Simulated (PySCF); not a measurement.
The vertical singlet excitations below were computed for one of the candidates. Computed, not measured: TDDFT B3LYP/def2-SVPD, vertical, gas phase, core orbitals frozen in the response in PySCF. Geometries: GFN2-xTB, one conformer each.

| state | E (eV) | f | main configurations (H = HOMO, L = LUMO) |
| --- | --- | --- | --- |
| S1 | 2.97 | 0.0003 | H→L (99%) |
| S2 | 3.62 | 0.0058 | H-2→L (99%) |
| S3 | 4.20 | 0.131 | H-1→L (93%) |
| S4 | 4.32 | 0.0018 | H-3→L (99%) |
| S5 | 5.12 | 0.034 | H-4→L (99%) |
| S6 | 5.95 | 0.0025 | H→L+1 (86%) |
| S7 | 6.14 | 0.0001 | H-5→L (91%) |
| S8 | 6.49 | 0.012 | H-1→L+1 (70%), H→L+2 (22%) |

Triplets computed (Tamm–Dancoff): 2.07, 2.47, 2.87 eV.

Orbital energies (eV): HOMO-3 -8.78, HOMO-2 -8.00, HOMO-1 -7.54, HOMO -7.45, LUMO -3.34, LUMO+1 -0.12, LUMO+2 0.14.

Question: Which candidate is it?
A. `O(C(/P=P\[H])=O)C`
B. `C=CC(=O)C#N`
C. `N#CCC=C=O`

Answer: A. Its S1, at 2.97 eV, is the lowest among the candidates; the nearest of the others has S1 at 3.47 eV. S1 is HOMO→LUMO (99%). Löwdin shares by element: HOMO phosphorus 60%, oxygen 28% or more, carbon 6% or more; LUMO phosphorus 77%, carbon 9% or more, hydrogen 5% or more. At the same level the other candidates give, for their lowest levels:
- `N#CCC=C=O`: 3.65 eV (f 0.000); 6.12 eV (f 0.019); 6.66 eV (f 0.001); 6.69 eV (f 0.006); 6.79 eV (f 0.005); T1 3.29 eV; HOMO -7.35, LUMO -2.00 eV
- `C=CC(=O)C#N`: 3.47 eV (f 0.000); 5.16 eV (f 0.214); 5.47 eV (f 0.000); 6.16 eV (f 0.093); 6.41 eV (f 0.005); T1 2.97 eV; HOMO -8.61, LUMO -3.53 eV

Conformer computed: `[H]/[P:6]=[P:5]\[C:3]([O:2][CH3:1])=[O:4]`: C1–O2–C3–O4 0°, O2–C3–P5–P6 180°.
